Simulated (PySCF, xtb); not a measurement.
CHO, SMILES O=[CH] (connectivity only; charge and spin as stated), charge +1, multiplicity 1.

GFN2-xTB (xtb 6.7.1) at its own geometry gives an orbital gap of 7.20 eV.

The structure is a stationary point at r2SCAN-D4/def2-TZVPD. The isomer is the one that the SMILES or the coordinates give; other isomers of the formula were not compared.

### Question
What does PBE/def2-TZVPD (PySCF) give? (The exact figures need the calculation; the answer reports its results.)

### Answer
gap 9.74 eV (levels -21.21 and -11.47 eV).
